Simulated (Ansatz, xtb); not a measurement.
Relative energy of two isomers of CH3FOS

Structure X: `FCOS`, a singlet. Structure Y: `OSCF`, a singlet. Both are isolated molecules in the gas phase, relaxed with PBE0-D3(BJ)/def2-SVP, each in the lowest conformer that the search found.

Energies in hartree; the thermal terms are from PBE0-D3(BJ)/def2-SVP harmonic frequencies (ideal gas, rigid rotor, one conformer each, 298.15 K, 1 atm) and include the zero-point energy:

|  | X | Y |
| --- | --- | --- |
| E, CCSD(T)/def2-TZVP | −612.392373 | −612.397046 |
| zero-point energy | 0.044592 | 0.045642 |
| H(298 K) − E | 0.050265 | 0.051464 |
| G(298 K) − E | 0.016598 | 0.017464 |

Task: Work out ΔE, ΔE₀, ΔH and ΔG for X → Y in kJ/mol (1 Eh = 2625.50 kJ/mol) and the equilibrium ratio [Y]/[X].

Result: 1. ΔE = −612.397046 − (−612.392373) = −0.004673 Eh = −12.27 kJ/mol.
2. ΔE₀ = ΔE + ΔZPE = −0.004673 + (+0.001050) Eh = −9.51 kJ/mol.
3. ΔH = ΔE + (+0.001199) Eh = −9.12 kJ/mol.
4. ΔG = ΔE + (+0.000866) Eh = −10.00 kJ/mol, so ΔS = (ΔH − ΔG)/T = +2.9 J/(mol K).
5. kT = 0.9442 mEh, so K = [Y]/[X] = exp(−ΔG/kT) = exp(+4.03) ≈ 56.

Structure Y is favoured at this temperature. An error of 4 kJ/mol in ΔG would change K by a factor of 5. r2SCAN-D4/def2-SVP found them nearly level. GFN2-xTB, HF/STO-3G gave ΔE the other sign. Mirror images and further conformers aren't counted.

As drawn, Y has 1 C–S, 1 O–H in place of 1 C–O, 1 S–H.

Other levels gave ΔE = +13.2 (GFN2-xTB); +4.9 (HF/STO-3G, GFN2-xTB geometries); +0.8 (r2SCAN-D4/def2-SVP, GFN2-xTB geometries); −2.5 (PBE0-D3(BJ)/def2-SVP); −4.4 (HF/def2-TZVP); −17.4 (MP2/def2-TZVP) kJ/mol. The correlated steps freeze 8 core orbitals. Programs: Ansatz 0.2.0, xtb 6.7.1.
